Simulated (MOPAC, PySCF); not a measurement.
H3N, SMILES `N`, neutral singlet in the gas phase. 

Cartesian coordinates (Å):
SMILES: N
```xyz
4

N     -0.0016    -0.0070     0.3039
H      0.9036    -0.2433    -0.1023
H     -0.6637    -0.6566    -0.1200
H     -0.2383     0.9070    -0.0816
```
Charge 0, spin multiplicity 1.

All levels are single points at this geometry (PBE0-D3(BJ)/def2-SVP); Pople sets use spherical d functions. Orbital energies aren't observables, and empty levels follow the basis.

```csv
level,HOMO (eV),LUMO (eV),gap (eV),dipole (D),"vertical IE, Delta-SCF (eV)"
PBE-D3(BJ)/def2-TZVP in PySCF,-6.07,0.20,6.26,1.75,10.98
TPSSh-D3(BJ)/def2-TZVP in PySCF,-6.83,0.73,7.56,1.76,10.79
B3LYP/6-311+G** in PySCF,-7.53,0.21,7.74,1.85,–
B3LYP/6-31G* in PySCF,-6.90,2.18,9.07,1.93,10.78
BP86/6-31G* in PySCF,-5.58,1.62,7.20,1.93,–
M06-2X/6-31G* in PySCF,-8.85,3.57,12.42,1.97,–
PBE/6-31G* in PySCF,-5.45,1.61,7.06,1.92,10.72
HF/3-21G in PySCF,-11.12,7.21,18.33,2.25,–
HF/6-31G* in PySCF,-11.58,6.00,17.58,2.02,9.39
HF/STO-3G in PySCF,-9.69,17.31,27.00,1.84,–
AM1 in MOPAC,-10.74,4.17,14.91,1.96,–
PM3 in MOPAC,-9.91,3.33,13.24,1.61,–
PM7 in MOPAC,-10.57,4.53,15.10,2.49,–
```
